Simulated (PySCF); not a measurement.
Species: C3H4N2.
SMILES with atom numbers: `[CH3:1]/[N:2]=[CH:3]/[C:4]#[N:5]` (hydrogens: H6, H7, H8 on C1; H9 on C3)

All values: PBE0/pcSseg-1 and wB97X-D/def2-SVPD (PySCF, non-relativistic), on one gas-phase PBE0-D3(BJ)/def2-SVP geometry that isn't relaxed in the solvent. The solvent is an IEF-PCM continuum (cavity from Bondi-type radii × 1.2). Specific hydrogen bonds and non-electrostatic terms are outside this model.

Gas phase at PBE0/pcSseg-1: HOMO -8.42 eV, LUMO -2.04 eV, dipole 4.66 D.

Task: What does the continuum do to the energy, the frontier levels and the dipole at PBE0/pcSseg-1 in cyclohexane and acetonitrile?

Result: 
| solvent | ε | E(solvent) − E(gas) (kJ/mol) | polarisation term (kJ/mol) | distortion of the solute (kJ/mol) | HOMO (eV) | LUMO (eV) | dipole (D) |
| --- | --- | --- | --- | --- | --- | --- | --- |
| cyclohexane | 2.017 | -11.47 | -12.52 | 1.05 | -8.33 | -1.98 | 5.18 |
| acetonitrile | 35.69 | -29.09 | -35.88 | 6.79 | -8.24 | -1.93 | 5.92 |

The polarisation term is half the interaction of the solute with the surface charges that it induces; the rest is the cost of distorting the solute's density. The sum is the electrostatic part of solvation alone. From cyclohexane to acetonitrile the lowering changes by a factor 2.53, Onsager's factor (ε − 1)/(2ε + 1) by 2.37 and ε itself by 17.7.

Task: Which radius a makes the point-dipole formula ΔE = −[(ε − 1)/(2ε + 1)]·μ²/a³ give the value in acetonitrile, with the gas-phase dipole?

Result: μ = 1.834 au and |ΔE| = 0.01108 Eh give a = 2.78 Å; the farthest nucleus lies 3.37 Å from the centroid of the nuclei, so such a sphere wouldn't even hold the nuclei. The formula assumes a rigid point dipole at the centre of a sphere.

Task: Which Mulliken charges (PBE0/pcSseg-1) respond most in acetonitrile (means over atoms taken as equivalent)?

Result: 
| atoms | environment | gas (e) | solvent (e) | change |
| --- | --- | --- | --- | --- |
| N5 | nitrile nitrogen | -0.232 | -0.307 | -0.075 |
| N2 | imine nitrogen | -0.357 | -0.405 | -0.048 |
| H9 | hydrogen on a C=N carbon | +0.136 | +0.174 | +0.038 |
| C3 | imine carbon | +0.076 | +0.104 | +0.028 |
| C4 | nitrile carbon | +0.121 | +0.139 | +0.018 |
| H6/H7/H8 | methyl hydrogen | +0.129 | +0.143 | +0.014 |
| C1 | N-methyl carbon | -0.129 | -0.132 | -0.003 |

Task: How do the nuclear quadrupole coupling constants eQVzz/h respond in acetonitrile?

Result: 
```json
{"nucleus": "14N at N2", "Q (barn)": "0.02044", "gas (MHz)": "-5.89", "solvent (MHz)": "-5.90", "η gas": "0.51", "η solvent": "0.56"}
{"nucleus": "14N at N5", "Q (barn)": "0.02044", "gas (MHz)": "-4.75", "solvent (MHz)": "-4.38", "η gas": "0.07", "η solvent": "0.04"}
```

Gas phase at wB97X-D/def2-SVPD: HOMO -10.40 eV, LUMO -0.32 eV, dipole 4.66 D.

Task: What does the continuum do to the energy, the frontier levels and the dipole at wB97X-D/def2-SVPD in cyclohexane and acetonitrile?

Result: 
```tsv
solvent	ε	E(solvent) − E(gas) (kJ/mol)	polarisation term (kJ/mol)	distortion of the solute (kJ/mol)	HOMO (eV)	LUMO (eV)	dipole (D)
cyclohexane	2.017	-11.66	-12.80	1.14	-10.31	-0.26	5.21
acetonitrile	35.69	-29.91	-37.66	7.75	-10.22	-0.21	6.03
```

Task: How does the static polarisability (wB97X-D/def2-SVPD, frozen core, with the continuum's full static response) change?

Result: 
```tsv
medium	isotropic (au)	principal values (au)	⟨r²⟩ of the electrons (bohr²)
gas	51.2	34.5, 41.7, 77.3	506.5
cyclohexane	56.9	37.8, 46.3, 86.6	506.8
acetonitrile	66.8	44.8, 55.5, 100.3	507.3
```

The isotropic value in acetonitrile is 1.31 times the gas-phase one; no cavity-field correction is applied. ⟨r²⟩ is taken about the centre of nuclear charge.

The pairwise dispersion term of wB97X-D wasn't added to the energies; at a given geometry it leaves orbitals and properties as they are.
